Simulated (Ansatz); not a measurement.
C–O–SiH, quartet in cc-pVDZ: errors against UCCSDT(Q)

Geometry: displaced at random from a stationary point.

```xyz
4

C    -0.0220    0.3167    1.7524
O    -0.0228   -0.3447    0.6493
Si    0.0252    0.0116   -1.0659
H    -0.0776    1.3754   -1.4865
```

Basis cc-pVDZ; Ansatz 0.2.0. Only valence electrons are correlated (noble-gas cores frozen), which leaves 15 electrons in 44 orbitals. R marks a restricted (for open shells ROHF) determinant, U an unrestricted one.

Full CI isn't at hand for all of this; UCCSDT(Q) serves as the reference, and is uncertain by the last step of the cluster series or more. The frozen core follows each run's orbitals, which can shift R against U totals by a few meV.

For open shells CISD is restricted-active-space CI with the open shells as a complete middle space.

The UHF ⟨S²⟩ is 3.764 and the T1 diagnostic (RCCSD) is 0.0308. The largest doubles amplitude (RCCSD) is 0.076. The T1 diagnostic (UCCSD) is 0.0273.

```
    level  E − E(UCCSDT(Q)) (kcal/mol)  share of correlation (%)  wall time
      RHF                       236.08                      0.00          –
      UHF                       232.28                      1.61          –
     RMP2                        27.83                     88.21          –
     UMP2                        27.93                     88.17          –
     CISD                        30.73                     86.98       24 s
    RCCSD                         8.99                     96.19          –
    UCCSD                         8.92                     96.22          –
 RCCSD(T)                         1.54                     99.35       15 s
 UCCSD(T)                         1.54                     99.35       14 s
  BCCD(T)                         1.40                     99.41        9 s
   RCCSDT                         0.74                     99.69          –
   UCCSDT                         0.72                     99.70          –
RCCSDT(Q)                         0.14                     99.94    4.4 min
```

The correlation energy at UCCSDT(Q), counted from RHF, is -10.238 eV. That run took 4 min on 1 thread of Arm Neoverse V2, shared host.

Times hold each run's SCF and search for its determinant on a shared host, so for small cases they say little of a method's own cost; they ran on 1 thread of Arm Neoverse V2. Some runs computed forces too.
